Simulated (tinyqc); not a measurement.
Worked calculation: UKS/PBE0 in the sto-6g basis, for LiH+, spin multiplicity 2. One step of it, computed by the program tinyqc.

Problem. Orthogonalisation. S = U s U^T; symmetric (Loewdin) form X = U s^(-1/2) U^T, so that X^T S X = 1.

overlap S, lower triangle:
```
           1Li 1s    1Li 2s   1Li 2px   1Li 2py   1Li 2pz     2H 1s
1Li 1s   1.000000
1Li 2s   0.235742  1.000000
1Li 2px  0.000000  0.000000  1.000000
1Li 2py  0.000000  0.000000  0.000000  1.000000
1Li 2pz  0.000000  0.000000  0.000000  0.000000  1.000000
2H 1s    0.007892  0.187385  0.000000  0.000000  0.279636  1.000000
```

Give: eigenvalues of S; X.

Solution.

eigenvalues of S: 0.633  0.819  1.000  1.000  1.175  1.374

X, lower triangle:
```
         1Li 1s  1Li 2s  1Li 2px  1Li 2py  1Li 2pz  2H 1s
1Li 1s    1.022
1Li 2s   -0.125   1.037
1Li 2px   0.000   0.000    1.000
1Li 2py   0.000   0.000    0.000    1.000
1Li 2pz  -0.003   0.022    0.000    0.000    1.032
2H 1s     0.014  -0.104    0.000    0.000   -0.151  1.047
```
